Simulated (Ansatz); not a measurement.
# C2H2S (SMILES C#CS): PBE0/def2-SVPD

What is the vertical ionisation energy of C2H2S at PBE0/def2-SVPD? 

The calculation is run with Ansatz 0.2.0.

48 further runs of the same task are left out: 48 set aside as unsound or not needed.

## Step 1: Starting point

The species is C2H2S (5 atoms), meant as a singlet with charge 0. As SMILES, `C#CS`. The coordinates come from a PBE0-D4/def2-TZVP relaxation.

Bond lengths: C1–C2 1.204 Å, C2–S3 1.679 Å, C1–H4 1.064 Å, S3–H5 1.346 Å. Angles: C1–C2–S3 175.2°, C2–C1–H4 179.3°, C2–S3–H5 96.7°.

## Step 2: A single-point energy at PBE0/def2-SVPD

The input, run.yaml:

```yaml
crystal:
  periodic: [false, false, false]
  atoms:
    - symbol: C
      position_ang: [-1.196800, -0.342000, 0.001900]
    - symbol: C
      position_ang: [0.000700, -0.223700, 0.026100]
    - symbol: S
      position_ang: [1.678900, -0.197600, 0.083400]
    - symbol: H
      position_ang: [-2.256800, -0.433400, -0.021800]
    - symbol: H
      position_ang: [1.823900, 1.123100, -0.131000]
basis:
  gaussian:
    orbitals: def2-SVPD
total_charge: 0
hamiltonian:
  xc: pbe0
accuracy: high
output:
  orbitals: {seedname: orbitals}
```

Run with:

```console
$ ansatz run run.yaml --threads 1 --pin off --max-ram 3480MiB --events-out events.jsonl --progress --plain --runs-dir runs
```

Log:

```text
Warning: RAYON_NUM_THREADS=1 ignored (pool sized by the plan → 1); use --threads N
Functional definition: PBE0
  name "PBE0"
  parameter a = 0.25
  parameter kappa = 0.804
  parameter beta = 0.06672455060314922
  exchange = (1 - a)*pbe_x(kappa = kappa, mu = beta*pi^2/3) + a*exact_x
  correlation = pbe_c(beta = beta)
1540 factors; integrals over basis functions are off by at most 3.7e-9 eV
mean field evaluation 1: about -12924.5652 eV, gradient 3.8e1 eV
mean field evaluation 2: about -12921.8185 eV, gradient 4.7e1 eV
mean field evaluation 4: about -12928.3216 eV, gradient 6.1e0 eV
mean field evaluation 8: about -12928.4066 eV, gradient 3.0e-2 eV
mean field evaluation 16: about -12928.4067 eV, gradient 7.4e-7 eV
mean field -12928.40665142 eV, -475.1101812508 hartree, gradient 1.8e-8 eV, S^2 0.000000; 0 other end points of the search recorded, 0 dependent functions left out
reference -12928.40665447 eV, -475.1101813631 hartree; 15, 15 occupied and 68, 68 virtual orbitals, 1540 factors
Total energy: -12928.40665447 eV, -475.1101813631 hartree
```

Wall time 4.2 s (1 thread of Arm Neoverse V1, shared host); peak memory 0.21 GiB.

## Step 3: The doublet cation, same level

The input, input.yaml:

```yaml
crystal:
  periodic: [false, false, false]
  atoms:
    - {symbol: C, position_ang: [-1.196800, -0.342000, 0.001900]}
    - {symbol: C, position_ang: [0.000700, -0.223700, 0.026100]}
    - {symbol: S, position_ang: [1.678900, -0.197600, 0.083400]}
    - {symbol: H, position_ang: [-2.256800, -0.433400, -0.021800]}
    - {symbol: H, position_ang: [1.823900, 1.123100, -0.131000]}
basis:
  gaussian:
    orbitals: def2-SVPD
total_charge: 1
hamiltonian:
  xc: {name: PBE0}
output:
  orbitals: {seedname: orbitals}
magnetization:
  spin_polarized: true
  initial_magnetization: 1
accuracy: high
```

Run with:

```console
$ ansatz run input.yaml --threads 1 --pin off --max-ram 3480MiB --events-out events.jsonl --progress --plain --runs-dir runs
```

Log, shortened:

```text
Warning: RAYON_NUM_THREADS=1 ignored (pool sized by the plan → 1); use --threads N
[... 7 set-up lines as earlier in the session ...]
1540 factors; integrals over basis functions are off by at most 3.7e-9 eV
mean field evaluation 1: about -12910.5108 eV, gradient 3.8e1 eV
mean field evaluation 2: about -12891.1777 eV, gradient 6.6e1 eV
mean field evaluation 4: about -12918.4166 eV, gradient 9.6e0 eV
mean field evaluation 8: about -12919.0557 eV, gradient 8.3e-1 eV
mean field evaluation 16: about -12919.0626 eV, gradient 2.1e-3 eV
mean field -12919.06256314 eV, -474.7667923401 hartree, gradient 1.6e-8 eV, S^2 0.765987; 0 other end points of the search recorded, 0 dependent functions left out
reference -12919.06256681 eV, -474.7667924752 hartree; 15, 14 occupied and 68, 69 virtual orbitals, 1540 factors
Total energy: -12919.06256681 eV, -474.7667924752 hartree
```

Run time: 9 s. Hardware: 1 thread of Arm Neoverse V1, shared host; peak memory 0.28 GiB.

## Step 4: Results

Level: PBE0/def2-SVPD.

| quantity | value |
| --- | --- |
| singlet C2H2S: total energy | -475.11018 Eh |
| singlet C2H2S: HOMO energy | -7.02 eV |
| singlet C2H2S: LUMO energy | -0.34 eV |
| singlet C2H2S: HOMO–LUMO gap | 6.68 eV |
| doublet cation: total energy | -474.76679 Eh |
| doublet cation: HOMO energy (highest over α and β) | -15.10 eV |
| doublet cation: LUMO energy (lowest over α and β) | -11.68 eV |
| doublet cation: ⟨S²⟩ | 0.766 |
| vertical ionisation energy (to the doublet cation) | 9.344 eV |

What this shows: The vertical ionisation energy comes to 9.34 eV (902 kJ/mol). −ε(HOMO) before ionisation, 7.02 eV, is 2.33 eV below this ionisation energy.
